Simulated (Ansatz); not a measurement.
**Si2NH7 (SMILES [SiH3]N[SiH3]): the energy to break a bond**

Si2NH7: 10 atoms, total charge 0, spin state singlet. As SMILES, `[SiH3]N[SiH3]`. Geometry: optimised at r2SCAN/def2-SVP.

```xyz
10

Si   -1.0553    0.7696   -0.8904
N     0.1164    0.4982    0.3709
Si    1.0092   -0.9455    0.7657
H    -1.3936   -0.5586   -1.4764
H    -0.5453    1.6617   -1.9803
H    -2.2930    1.4103   -0.3465
H     0.3626    1.3229    0.9180
H     0.4188   -2.0634   -0.0241
H     0.9135   -1.2552    2.2263
H     2.4667   -0.8400    0.4370
```

Wanted: the dissociation energy of the N2–Si1 bond into doublet SiNH4 and doublet SiH3 (shapes relaxed at r2SCAN/def2-SVP, no zero-point term). 1 Eh = 2625.50 kJ/mol = 27.2114 eV. Totals in Eh; open shells run unrestricted unless said.

| level | program | Si2NH7 | doublet SiNH4 | doublet SiH3 |
| --- | --- | --- | --- | --- |
| PBE/def2-TZVP | Ansatz | -637.633295 | -346.389785 | -291.076347 |
| B3LYP/def2-TZVP | Ansatz | -638.073733 | -346.644976 | -291.262400 |
| MP2/def2-TZVP, 11 core orbitals frozen | Ansatz | -636.929052 | -345.998328 | -290.743711 |

Q: Work out the dissociation energy at each level.

A: 
1. PBE/def2-TZVP: (-346.389785) + (-291.076347) − (-637.633295) = 0.167163 Eh = 438.9 kJ/mol = 4.55 eV.
2. B3LYP/def2-TZVP: (-346.644976) + (-291.262400) − (-638.073733) = 0.166357 Eh = 436.8 kJ/mol = 4.53 eV.
3. MP2/def2-TZVP: (-345.998328) + (-290.743711) − (-636.929052) = 0.187013 Eh = 491.0 kJ/mol = 5.09 eV.

The levels span 437 to 491 kJ/mol; no measured value is set beside them. A bond enthalpy at 298 K also holds the loss of zero-point energy and thermal terms.
